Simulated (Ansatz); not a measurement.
A calculation with Ansatz (development build ahead of 0.2.0).

```yaml
crystal:
  periodic: [false, false, false]
  atoms:
    - { symbol: S, position_ang: [0.0, 0.0, 1.1898] }
    - { symbol: C, position_ang: [0.0, 1.2339, -0.0015] }
    - { symbol: C, position_ang: [0.0, -1.2339, -0.0015] }
    - { symbol: C, position_ang: [0.0, 0.7092, -1.2723] }
    - { symbol: C, position_ang: [0.0, -0.7092, -1.2723] }
    - { symbol: H, position_ang: [0.0, -2.2753, 0.292] }
    - { symbol: H, position_ang: [0.0, 1.3219, -2.1672] }
    - { symbol: H, position_ang: [0.0, -1.3219, -2.1672] }
basis:
  gaussian: { orbitals: def2-TZVP }
magnetization:
  spin_polarized: true
  initial_magnetization: 1
hamiltonian:
  xc: hf
```

The input is written out in the form of the current development build from the run's settings.

The run gave:

| Item | Value |
| --- | --- |
| Converged | yes |
| Total energy | -550.72522 hartree |
| Spin squared of the determinant | 1.184 |
| Stability test | minimum |

Caution: the unrestricted determinant is spin contaminated.
